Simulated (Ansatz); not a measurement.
# SiH3O− (SMILES [O-][SiH3]): levels of theory compared

We compute a comparison of 6 runs (BHLYP/STO-3G, BLYP/STO-3G, CAM-B3LYP/STO-3G, PBE/STO-3G, UMP2/STO-3G, CCSD(T)/STO-3G) of SiH3O−. 

Program for the calculation: Ansatz 0.2.0.

5 further runs of the same task are left out: 5 that didn't finish.

### Step 1. Starting point

SiH3O− has 5 atoms, charge -1, and is taken as a singlet. SMILES: `[O-][SiH3]`. The H4–Si2 distance was set to 3.790 Å, away from the relaxed value. At this shape a bond of the SMILES string is far longer than usual.

Bond lengths: O1–Si2 1.535 Å, Si2–H3 1.516 Å, Si2–H5 1.516 Å. Angles: O1–Si2–H3 116.1°, O1–Si2–H5 116.1°, H3–Si2–H5 102.1°.

### Step 2. A single-point energy at BHLYP/STO-3G (run 1)

Input file in.yaml:

```yaml
crystal:
  periodic: [false, false, false]
  atoms:
    - {symbol: O, position_ang: [-2.614956, 2.056691, -0.082324]}
    - {symbol: Si, position_ang: [-1.253486, 1.800901, -0.742624]}
    - {symbol: H, position_ang: [-1.275226, 1.537881, -2.235024]}
    - {symbol: H, position_ang: [0.697830, -1.174610, 0.561420]}
    - {symbol: H, position_ang: [-0.237306, 2.920341, -0.631144]}
basis:
  gaussian:
    orbitals: STO-3G
total_charge: -1
hamiltonian:
  xc: {name: BHLYP}
accuracy: high
```

On the command line:

```bash
$ ansatz run in.yaml --threads 1 --pin off --max-ram 2610MiB --events-out events.jsonl --progress --plain --runs-dir runs
```

Standard output:

```text
Warning: RAYON_NUM_THREADS=1 ignored (pool sized by the plan → 1); use --threads N
Functional definition: BHLYP
  name "BHLYP"
  parameter a = 0.5
  exchange = (1 - a)*b88_x + a*exact_x
  correlation = lyp_c
283 factors; integrals over basis functions are off by at most 2.9e-8 eV
mean field evaluation 1: about -9838.1838 eV, gradient 1.6e1 eV
mean field evaluation 2: about -9819.5931 eV, gradient 1.9e1 eV
mean field evaluation 4: about -9838.7347 eV, gradient 1.3e1 eV
mean field evaluation 8: about -9840.9822 eV, gradient 6.2e-1 eV
mean field evaluation 16: about -9840.9830 eV, gradient 3.6e-4 eV
mean field -9840.98301371 eV, -361.6494552961 hartree, gradient 2.4e-8 eV, S^2 0.000000; 0 other end points of the search recorded, 0 dependent functions left out
reference -9840.98303406 eV, -361.6494560438 hartree; 13, 13 occupied and 4, 4 virtual orbitals, 283 factors
Total energy: -9840.98303406 eV, -361.6494560438 hartree
```

Run time: 0.84 s. Hardware: 1 thread of Arm Neoverse V1, shared host; peak memory 0.092 GiB.

### Step 3. A single-point energy at BLYP/STO-3G (run 2)

Input file run.yaml:

```yaml
crystal:
  periodic: [false, false, false]
  atoms:
    - {symbol: O, position_ang: [-2.614956, 2.056691, -0.082324]}
    - {symbol: Si, position_ang: [-1.253486, 1.800901, -0.742624]}
    - {symbol: H, position_ang: [-1.275226, 1.537881, -2.235024]}
    - {symbol: H, position_ang: [0.697830, -1.174610, 0.561420]}
    - {symbol: H, position_ang: [-0.237306, 2.920341, -0.631144]}
basis:
  gaussian: {orbitals: STO-3G}
total_charge: -1
hamiltonian: {xc: {name: BLYP}}
accuracy: high
```

On the command line:

```bash
$ ansatz run run.yaml --threads 1 --pin off --max-ram 2610MiB --events-out events.jsonl --progress --plain --runs-dir runs
```

Standard output:

```text
Warning: RAYON_NUM_THREADS=1 ignored (pool sized by the plan → 1); use --threads N
Functional definition: BLYP
  name "BLYP"
  parameter beta = 0.0042
  parameter a = 0.04918
  parameter b = 0.132
  parameter c = 0.2533
  parameter d = 0.349
  exchange = b88_x(beta = beta)
  correlation = lyp_c(a = a, b = b, c = c, d = d)
283 factors; integrals over basis functions are off by at most 2.9e-8 eV
mean field evaluation 1: about -9835.6024 eV, gradient 3.0e1 eV
mean field evaluation 2: about -9808.7912 eV, gradient 4.8e1 eV
mean field evaluation 4: about -9819.1489 eV, gradient 2.0e1 eV
mean field evaluation 8: about -9819.4622 eV, gradient 2.0e1 eV
mean field evaluation 16: about -9842.1572 eV, gradient 1.5e-7 eV
mean field -9842.15716027 eV, -361.6926043861 hartree, gradient 1.0e-8 eV, S^2 0.000000; 0 other end points of the search recorded, 0 dependent functions left out
reference -9842.15720034 eV, -361.6926058589 hartree; 13, 13 occupied and 4, 4 virtual orbitals, 283 factors
Total energy: -9842.15720034 eV, -361.6926058589 hartree
```

Run time: 1.1 s. Hardware: 1 thread of Arm Neoverse V1, shared host; peak memory 0.091 GiB.

Run 3 isn't shown in full; the table further down has it.

### Step 4. A single-point energy at PBE/STO-3G (run 4)

in.yaml, as its differences from that of step 2:

```diff
@@ -1 +1,3 @@
+basis:
+  gaussian: {orbitals: STO-3G}
 crystal:
@@ -8,8 +10,4 @@
     - {symbol: H, position_ang: [-0.237306, 2.920341, -0.631144]}
-basis:
-  gaussian:
-    orbitals: STO-3G
 total_charge: -1
-hamiltonian:
-  xc: {name: BHLYP}
+hamiltonian: {xc: {name: PBE}}
 accuracy: high
```

On the command line:

```bash
$ ansatz run in.yaml --threads 1 --pin off --max-ram 2610MiB --events-out events.jsonl --progress --plain --runs-dir runs
```

Standard output:

```text
Warning: RAYON_NUM_THREADS=1 ignored (pool sized by the plan → 1); use --threads N
Functional definition: PBE
  name "PBE"
  parameter kappa = 0.804
  parameter beta = 0.06672455060314922
  exchange = pbe_x(kappa = kappa, mu = beta*pi^2/3)
  correlation = pbe_c(beta = beta)
283 factors; integrals over basis functions are off by at most 2.9e-8 eV
mean field evaluation 1: about -9830.2205 eV, gradient 3.1e1 eV
mean field evaluation 2: about -9803.6964 eV, gradient 4.8e1 eV
mean field evaluation 4: about -9814.0784 eV, gradient 1.8e1 eV
mean field evaluation 8: about -9833.3232 eV, gradient 1.6e1 eV
mean field evaluation 16: about -9837.0031 eV, gradient 3.3e-7 eV
mean field -9837.00306754 eV, -361.5031949719 hartree, gradient 7.5e-9 eV, S^2 0.000000; 0 other end points of the search recorded, 0 dependent functions left out
reference -9837.00306945 eV, -361.5031950423 hartree; 13, 13 occupied and 4, 4 virtual orbitals, 283 factors
Total energy: -9837.00306945 eV, -361.5031950423 hartree
```

It took 1.1 s on 1 thread of Arm Neoverse V1, shared host.

Run 5 isn't shown in full; the table further down has it.

### Step 5. The energy at CCSD(T)/STO-3G (run 6)

in.yaml, as its differences from that of step 4:

```diff
@@ -1,3 +1 @@
-basis:
-  gaussian: {orbitals: STO-3G}
 crystal:
@@ -10,4 +8,11 @@
     - {symbol: H, position_ang: [-0.237306, 2.920341, -0.631144]}
+basis:
+  gaussian:
+    orbitals: STO-3G
 total_charge: -1
-hamiltonian: {xc: {name: PBE}}
+correlation:
+  method: ccsd_t
+  frozen_orbitals: {H: 0, O: 1, Si: 5}
 accuracy: high
+scf:
+  omitted_lower_state_checks: [cluster_reference, increment]
```

On the command line:

```bash
$ ansatz run in.yaml --threads 1 --pin off --max-ram 2610MiB --events-out events.jsonl --progress --plain --runs-dir runs
```

Standard output:

```text
Warning: RAYON_NUM_THREADS=1 ignored (pool sized by the plan → 1); use --threads N
[... 11 lines left out ...]
6 core orbitals not correlated: weight in the atoms' cores, before any rotation towards them, 1.000 or more for the frozen orbitals, at most 0.000 for the correlated occupied ones
[... 50 lines left out ...]
WARN: these amplitudes may be one of several solutions (largest doubles amplitude 0.93, level shift 4.31 eV)
Total energy: -9820.65586749 eV, -360.9024464507 hartree
Checks for a lower state left out: cluster_reference, increment
```

Run time: 0.16 s. Hardware: 1 thread of Arm Neoverse V1, shared host.

### Step 6. The series

```csv
run,level,frozen core orbitals,energy (Eh),wall time
1,BHLYP/STO-3G,–,-361.649456,0.84 s
2,BLYP/STO-3G,–,-361.692606,1.1 s
3,CAM-B3LYP/STO-3G,–,-361.639006,1.2 s
4,PBE/STO-3G,–,-361.503195,1.1 s
5,UMP2/STO-3G,6,-360.848711,0.2 s
6,CCSD(T)/STO-3G,6,-360.902446,0.16 s
```

### Step 7. Outcome

| quantity | value |
| --- | --- |
| run 6: total energy | -360.90245 Eh |
| run 6: correlation energy (6 core orbitals frozen) | -220.9 mEh |
| run 6: (T) correction | -42.42 mEh |
| run 6: T1 diagnostic | 0.160 |

**Reading.** Totals of different functionals can't be ranked against each other. In run 6 the T1 diagnostic is large, so a single reference may not serve. In run 6 the log says that unrestricted orbitals would lower the reference, so the values rest on an unstable closed-shell determinant (other closed-shell runs at this shape may share the fault). In runs 1, 2, 3, 4, 5, 6 the basis is minimal, so the values are rough. Spin contamination of the reference: run 5 ⟨S²⟩ = 1.01. Where it is this large, the reference is a mixture of spin states, and values that rest on it are in doubt. All runs together took 4.5 s, the longest 1.2 s.
